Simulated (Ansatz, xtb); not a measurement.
**A geometry optimisation of CH4NOS− with r2SCAN-D4/def2-SVPD**

The starting geometry of this gas-phase singlet was built from a drawn formula by distance geometry and a force field; its bonds are those of `[NH-]CSO`.

```xyz
8

C     1.3843    1.4655    0.1422
N     2.5312    0.9141   -0.6227
O     1.3148   -1.1283    0.0068
S     0.3278    0.0404    0.6832
H     3.1140    1.6597   -0.9407
H     0.7822    2.1533   -0.4781
H     1.7690    2.0291    1.0008
H     2.0595   -0.5863   -0.3960
```

Problem. Predict what becomes of its bonds when it is optimised with r2SCAN-D4/def2-SVPD.

Solution. It rearranges to `NCS[O-]`. Contacts that open: O3–H8 (1.01 → 2.11 Å). Contacts that close: N2–H8 (1.59 → 1.03 Å).

The energy falls by 1.22 eV over 17 steps:

| step | E − E(last) (eV) |
| --- | --- |
| 1 | 1.221 |
| 3 | 0.911 |
| 5 | 0.738 |
| 6 | 0.489 |
| 8 | 0.075 |
| 10 | 0.013 |
| 12 | 0.005 |
| 13 | 0.003 |
| 15 | 0.000 |
| 17 | 0.000 |

Final geometry (Å):

```xyz
8

C     1.3345    1.4250    0.0667
N     2.2918    0.9903   -0.9544
O     1.3204   -1.1780    0.6325
S     0.2349    0.0054    0.4647
H     3.2206    1.3307   -0.7054
H     0.6835    2.2462   -0.2898
H     1.8522    1.7601    0.9919
H     2.3450   -0.0323   -0.8107
```

From the same start GFN2-xTB reaches the same bonding as this run.

The end wasn't checked by frequencies. Run with Ansatz 0.2.0, 47 s on 2 threads of Arm Neoverse V1, with other jobs on the host.
